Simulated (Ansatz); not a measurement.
**KZr: from a trial structure to a relaxed crystal**

All numbers below come from Ansatz, DFT PBE, scalar-relativistic, plane waves, PAW. Cutoff 420 eV, Γ-centred k mesh, Gaussian smearing, no spin polarisation in the final step.

KZr was placed on the AuCd (B19) structure type (Pmma, No. 51), with K in place of Cd, Zr in place of Au, at a guessed volume.

```
K Zr
1.0
     5.39575    0.00000    0.00000
     0.00000    3.57072    0.00000
     0.00000    0.00000    5.50910
K Zr
2 2
Direct
  0.75000 0.00000 0.68700
  0.25000 0.00000 0.31300
  0.75000 0.50000 0.18800
  0.25000 0.50000 0.81200
```

Cell and atoms relax at zero pressure; the relaxation can't lower the symmetry of the start. After a coarse first stage the cell is made exact in the group found at 0.06 Å.

Formation energies are uncorrected and refer to the elements' standard structures at the same level.

Q: What does it relax into?

A: It keeps Pmma (No. 51), but not the shape of the type it started on. Conventional cell: a = 5.036 Å, b = 3.195 Å, c = 9.856 Å. K has 2 K at 3.20 Å; Zr has 2 Zr at 2.74 Å and 2 Zr at 3.20 Å.

Space group Pmma (No. 51). a = 5.036 Å, b = 3.195 Å, c = 9.856 Å, α = 90.00°, β = 90.00°, γ = 90.00°
| atom | site | symmetry | x | y | z |
| --- | --- | --- | --- | --- | --- |
| K | 2e | mm2 | 0.7500 | 0.0000 | 0.6860 |
| Zr | 2f | mm2 | 0.7500 | 0.5000 | 0.0544 |

Q: What are its volume, energy, density and gap?

A: The volume per atom is 39.65 Å³ and the density is 2.73 g/cm³. The energy over the elements is 0.87 eV/atom and the gap on the 10×14×6 mesh is 0 eV (a metal).

The final run used a 10×14×6 mesh on its 4-atom cell and 0.10 eV smearing. The k mesh leaves about 4 meV/atom of noise in metals. Symmetry constrained the relaxation, so the result can be a saddle point.

Cost: 3 runs of about 6.3 core-minutes in all, on Intel Xeon Platinum 8375C (Ice Lake) (shared hosts).